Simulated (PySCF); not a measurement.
Atoms are numbered as in `[CH3:1][CH2:2][CH2:3][C:4]([CH3:5])=[O:6]` (H(Xn): hydrogen on atom n).

GIAO shifts from PySCF on PBE0-D3(BJ)/def2-TZVP geometries (one conformer, non-relativistic, equivalent nuclei averaged), against TMS at the same level and in the same medium; PCM means IEF-PCM chloroform.

Measured (solution, not stated per compound (mostly CDCl3 or CCl4); Pretsch, Buehlmann, Badertscher, Structure Determination of Organic Compounds, 4th ed. (2009)): C3 45.2, C2 17.5, C1 13.5, H(C3) 2.40, H(C2) 1.60, H(C1) 0.93 ppm.

Problem. Which unscaled values do B97-2/pcSseg-2, gas; WP04/pcSseg-2, PCM; wB97X-D/pcSseg-2, PCM give, and how close are they?

Solution. 
```csv
atoms,measured,"B97-2/pcSseg-2, gas","WP04/pcSseg-2, PCM","wB97X-D/pcSseg-2, PCM"
C3,45.2,49.0,50.0,50.3
C2,17.5,20.9,23.4,20.6
C1,13.5,16.2,17.2,15.6
H(C3),2.40,2.38,2.52,2.55
H(C2),1.60,1.56,1.48,1.44
H(C1),0.93,0.90,0.90,0.90
```

Mean absolute error for 13C: B97-2/pcSseg-2, gas 3.3, WP04/pcSseg-2, PCM 4.8, wB97X-D/pcSseg-2, PCM 3.4 ppm.

Mean absolute error for 1H: B97-2/pcSseg-2, gas 0.03, WP04/pcSseg-2, PCM 0.09, wB97X-D/pcSseg-2, PCM 0.11 ppm.
